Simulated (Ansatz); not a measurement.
`N[SiH2][AlH2]` + H–F → `F[SiH2][AlH2]` + NH₃ at 600 K and 1 bar (ligand exchange at the Si–N bond).

Program: Ansatz. Geometries: PBE0-D4/def2-TZVP. ΔE: electronic, gas phase. CCSD(T)/CBS is the MP2 limit (def2-TZVPP, def2-QZVPP) plus CCSD(T) − MP2 in def2-TZVPP, frozen cores. This one scheme is used for every species. One conformer a species, not always the lowest.

| species | CCSD(T)/CBS energy (Eh) | H − E (kJ/mol) | S (J/(mol·K)) |
| --- | --- | --- | --- |
| `N[SiH2][AlH2]` | -589.40062 | 204.3 | 414.2 |
| H–F | -100.39570 | 42.3 | 194.0 |
| `F[SiH2][AlH2]` | -633.31837 | 134.4 | 385.7 |
| NH₃ | -56.50880 | 112.4 | 219.5 |

H − E and S are ideal-gas, rigid-rotor, harmonic terms from PBE0-D4/def2-TZVP, for one conformer and one mirror image of each species. 1 Eh = 2625.50 kJ/mol, R = 8.31446 J/(mol·K).

By hand: ΔE, ΔH, ΔS and ΔG.

ΔE = (-633.31837) + (-56.50880) − (-589.40062) − (-100.39570) = -0.03085 Eh = -81.0 kJ/mol. Δ(H − E) = 134.4 + 112.4 − 204.3 − 42.3 = 0.2, so ΔH = -80.8 kJ/mol. ΔS = 385.7 + 219.5 − 414.2 − 194.0 = -3.0 J/(mol·K). ΔG = -80.8 − 600 × (-3.0)/1000 = -79.0 kJ/mol.

By hand: the equilibrium constant, and the temperature at which ΔG would vanish if ΔH and ΔS stayed fixed.

log₁₀ K = −ΔG/(RT ln 10) = 6.9. ΔG = 0 at ΔH/ΔS = 26933 K, far beyond where these terms or the molecules hold.

The number of gas molecules stays the same, so ΔS is small and ΔH decides. A doubt of 5 kJ/mol in ΔE shifts log₁₀ K by 0.4 here. Other conformers and mirror images would add mixing entropy, several J/(mol·K) or more a flexible species. These are equilibria of isolated gas molecules and say nothing of rates. Largest T1 diagnostic: 0.012 (customary marks: 0.02 for closed shells, 0.045 for open ones).
